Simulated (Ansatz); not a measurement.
[SiH3···H···O], triplet: the ladder up to UCCSDT(Q)

Geometry: a point of a hydrogen-transfer path between rigid fragments, not a stationary point.

```xyz
6

Si   -0.9415    0.0000    0.0000
H    -1.4364    1.3997    0.0000
H    -1.4364   -0.6999    1.2122
H    -1.4364   -0.6999   -1.2122
H     0.4395    0.0000    0.0000
O     1.8965    0.0000    0.0000
```

Basis cc-pVDZ; Ansatz 0.2.0. Only valence electrons are correlated (noble-gas cores frozen), which leaves 14 electrons in 46 orbitals. R marks a restricted (for open shells ROHF) determinant, U an unrestricted one. Active spaces: pair = (4e, 4o) about the gap.

Full CI isn't at hand for all of this; UCCSDT(Q) serves as the reference, and is uncertain by about the last step of the cluster series. The frozen core follows each run's orbitals, which can shift R against U totals by a few meV.

For open shells CISD is restricted-active-space CI with the open shells as a complete middle space.

The UHF ⟨S²⟩ is 2.013, the T1 diagnostic (RCCSD) is 0.0234 and the largest doubles amplitude (RCCSD) is 0.043. The T1 diagnostic (UCCSD) is 0.0166.

Q: From what is known of these methods and the diagnostics, rank them by the size of their error in total energy against UCCSDT(Q) in cc-pVDZ, smallest first (an estimate: the text doesn't fix the numbers).
A. MRCISD+Q (pair space)
B. CASSCF (pair space)
C. RCCSDT(Q)
D. RMP2
E. RCCSD

A: C (0.05 mEh), A (3.43 mEh), E (5.52 mEh), D (52.67 mEh), B (276.34 mEh).

All errors are against UCCSDT(Q) in cc-pVDZ. Within each family the higher level lies nearer, as is usual though not guaranteed.
